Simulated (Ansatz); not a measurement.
C3H6F (`C[CH]CF`) radical. Charge 0, multiplicity 2.

```xyz
10

C    -0.4008    0.2060    1.2111
C     0.0117   -0.6184    0.0539
C     0.3802    0.0101   -1.2283
F     1.3557    0.9915   -1.0453
H     0.2455    1.0808    1.3239
H    -1.4258    0.5887    1.0859
H    -0.3812   -0.3624    2.1420
H    -0.0835   -1.6970    0.0897
H    -0.4759    0.5217   -1.6941
H     0.7741   -0.7210   -1.9388
```

Give the diagnostics of a CCSD(T)/def2-TZVPP run (frozen core, Ansatz). (Estimate.)

Computed: T1 = 0.0119, largest single amplitude 0.027, largest double 0.014, (T) share of the correlation energy 3.3 %, 10 CCSD cycles. ⟨S²⟩ of the UHF reference is 0.764 against 0.75 for a pure state. T1 lies under the customary mark of 0.045 for open shells.
